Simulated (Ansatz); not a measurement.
Born–Oppenheimer molecular dynamics of BCl2H (4 atoms, charge 0, multiplicity 1). It starts from a relaxed structure.

Theory: RKS LDA/STO-3G (Ansatz).

```yaml
ensemble: NVE (velocity Verlet)
time_step: 0.5 fs
steps_asked: 150
starting_velocities_drawn_for: 300 K
masses: H 10 u
seed: 527024
```

Frames 2.5 fs apart, positions in Å, forces in eV/Å.

Velocities at 15.0 fs (Å/ps):

```
B -3.73 0.79 0.91
Cl -0.59 -0.05 -0.52
H 3.23 -0.53 -2.70
Cl 0.81 -0.04 1.01
```

```xyz
4
Properties=species:S:1:pos:R:3:forces:R:3 time_fs=15.0 energy_less_start_eV=0.056 T=86
B -0.023 0.060 0.018 1.13 -0.68 -0.74
Cl -0.022 -0.005 1.768 0.11 0.17 0.18
H 1.018 -0.030 -0.613 -0.99 0.34 0.74
Cl -1.533 -0.005 -0.864 -0.24 0.17 -0.17
4
Properties=species:S:1:pos:R:3:forces:R:3 time_fs=17.5 energy_less_start_eV=0.074 T=16
B -0.029 0.060 0.018 1.57 -0.69 -0.82
Cl -0.024 -0.005 1.766 0.10 0.17 0.23
H 1.023 -0.030 -0.617 -1.23 0.36 0.88
Cl -1.531 -0.005 -0.862 -0.44 0.16 -0.29
4
Properties=species:S:1:pos:R:3:forces:R:3 time_fs=20.0 energy_less_start_eV=0.061 T=66
B -0.026 0.057 0.013 1.43 -0.64 -0.59
Cl -0.025 -0.005 1.766 0.12 0.16 0.14
H 1.020 -0.028 -0.616 -1.08 0.33 0.78
Cl -1.530 -0.005 -0.860 -0.48 0.15 -0.33
4
Properties=species:S:1:pos:R:3:forces:R:3 time_fs=22.5 energy_less_start_eV=0.031 T=179
B -0.015 0.049 0.006 0.71 -0.53 -0.10
Cl -0.026 -0.004 1.765 0.17 0.15 -0.06
H 1.012 -0.024 -0.611 -0.54 0.25 0.45
Cl -1.530 -0.004 -0.858 -0.33 0.14 -0.30
4
Properties=species:S:1:pos:R:3:forces:R:3 time_fs=25.0 energy_less_start_eV=0.021 T=218
B -0.001 0.039 -0.002 -0.40 -0.39 0.52
Cl -0.026 -0.003 1.764 0.22 0.12 -0.26
H 1.000 -0.019 -0.603 0.27 0.16 -0.04
Cl -1.530 -0.003 -0.858 -0.09 0.11 -0.22
4
Properties=species:S:1:pos:R:3:forces:R:3 time_fs=27.5 energy_less_start_eV=0.040 T=145
B 0.011 0.027 -0.007 -1.46 -0.24 1.04
Cl -0.027 -0.002 1.763 0.26 0.08 -0.38
H 0.989 -0.013 -0.595 1.06 0.08 -0.51
Cl -1.531 -0.002 -0.857 0.14 0.08 -0.14
4
Properties=species:S:1:pos:R:3:forces:R:3 time_fs=30.0 energy_less_start_eV=0.052 T=101
B 0.015 0.013 -0.007 -1.89 -0.11 1.14
Cl -0.027 -0.001 1.762 0.27 0.04 -0.33
H 0.985 -0.006 -0.590 1.38 0.03 -0.71
Cl -1.531 -0.001 -0.857 0.23 0.04 -0.10
4
Properties=species:S:1:pos:R:3:forces:R:3 time_fs=32.5 energy_less_start_eV=0.030 T=183
B 0.010 -0.002 -0.001 -1.43 0.02 0.70
Cl -0.026 0.000 1.760 0.25 -0.01 -0.09
H 0.989 0.001 -0.589 1.02 -0.01 -0.50
Cl -1.531 0.000 -0.857 0.16 -0.01 -0.12
4
Properties=species:S:1:pos:R:3:forces:R:3 time_fs=35.0 energy_less_start_eV=0.010 T=262
B -0.004 -0.016 0.010 -0.37 0.16 -0.07
Cl -0.025 0.001 1.757 0.19 -0.05 0.29
H 0.999 0.008 -0.591 0.23 -0.07 -0.04
Cl -1.531 0.001 -0.857 -0.04 -0.05 -0.18
4
Properties=species:S:1:pos:R:3:forces:R:3 time_fs=37.5 energy_less_start_eV=0.024 T=207
B -0.019 -0.029 0.020 0.71 0.31 -0.80
Cl -0.024 0.003 1.755 0.13 -0.08 0.66
H 1.010 0.014 -0.594 -0.55 -0.15 0.41
Cl -1.530 0.003 -0.858 -0.29 -0.08 -0.26
4
Properties=species:S:1:pos:R:3:forces:R:3 time_fs=40.0 energy_less_start_eV=0.055 T=90
B -0.031 -0.041 0.025 1.43 0.45 -1.19
Cl -0.022 0.004 1.754 0.08 -0.10 0.86
H 1.018 0.020 -0.594 -1.03 -0.24 0.66
Cl -1.530 0.003 -0.858 -0.47 -0.11 -0.33
4
Properties=species:S:1:pos:R:3:forces:R:3 time_fs=42.5 energy_less_start_eV=0.064 T=55
B -0.035 -0.051 0.024 1.59 0.55 -1.14
Cl -0.021 0.004 1.755 0.05 -0.13 0.82
H 1.020 0.024 -0.590 -1.12 -0.29 0.67
Cl -1.532 0.004 -0.860 -0.52 -0.13 -0.35
```

Of the whole run (75 fs, mean temperature of the second half 155 K): The conserved energy stayed within 0.054 meV per atom of its start (net change 0.025 meV per atom), so the integration is sound. Over the second half the temperature averaged 0.52 of the 300 K drawn at the start: a run that starts near a minimum puts about half its kinetic energy into the potential. A run of 0.075 ps of so small a system gives no equilibrium averages. Limits of this set-up: minimal basis.

Run time: 55 s on 1 thread of Arm Neoverse V2, with other jobs on the host, peak memory 0.071 GiB.
